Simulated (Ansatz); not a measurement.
Two isomers of C3H5NO: A = `COCC#N`, B = `N=CC1CO1`.

Gas-phase electronic energies from Ansatz, PBE0-D4/def2-TZVP geometries. CCSD(T)/CBS adds triple-zeta CCSD(T) − MP2 to the extrapolated MP2 energy (def2 sets, frozen cores). This one scheme is used for every species. Functionals use def2-TZVPP. B3LYP here is the variant with VWN-RPA as its local correlation; programs differ in this. Each species was taken in one conformer, which may not be the lowest.

A:

```xyz
10

C    -0.059   -0.205   -1.348
O     0.926   -0.220   -0.339
C     0.396   -0.273    0.947
C    -0.354    0.939    1.311
N    -0.946    1.887    1.578
H    -0.695   -1.098   -1.292
H     0.466   -0.198   -2.301
H    -0.692    0.688   -1.278
H    -0.274   -1.135    1.080
H     1.231   -0.384    1.642
```

B:

```xyz
10

N     2.077   -0.464   -0.122
C     0.836   -0.623    0.053
C    -0.043    0.535    0.296
C    -1.403    0.544   -0.250
O    -1.178    0.278    1.115
H     2.541   -1.354   -0.291
H     0.322   -1.594    0.042
H     0.464    1.479    0.473
H    -1.866    1.501   -0.476
H    -1.749   -0.301   -0.841
```

**Question.** Which is lower in electronic energy at CCSD(T)/CBS, and by how much? (Estimate.)

**Answer.** The calculation gave: A, by 74.0 kJ/mol.

**Question.** Give E(B) − E(A) in kJ/mol with B3LYP-D4, PBE0-D4, HF/def2-TZVPP, B2PLYP, B3LYP, ωB97M-V, MP2/def2-TZVPP. (Estimate.)

**Answer.** The calculation gave: B3LYP-D4 73.2, PBE0-D4 51.5, HF/def2-TZVPP 99.5, B2PLYP 80.4, B3LYP 73.5, ωB97M-V 69.0, MP2/def2-TZVPP 82.2. None reverses the order clearly.

**Question.** Does the order hold for the free energy at 298.15 K (harmonic terms from PBE0-D4)? (Estimate.)

**Answer.** The calculation gave: Yes: G(B) − G(A) = +78.3 kJ/mol, for one conformer each.

Largest T1 diagnostic: 0.012.

Leaving LDA and LC-ωPBE aside and taking each functional with its dispersion term where it has one, the values, not all of them listed here, spread over 31.4 kJ/mol, from PBE-D4 to B2PLYP. LDA lies −15.3 kJ/mol from PBE without D4. From BLYP to BHLYP (50 % exact exchange), in def2-TZVPP and without D4, E(B) − E(A) moves by +3.8 kJ/mol.
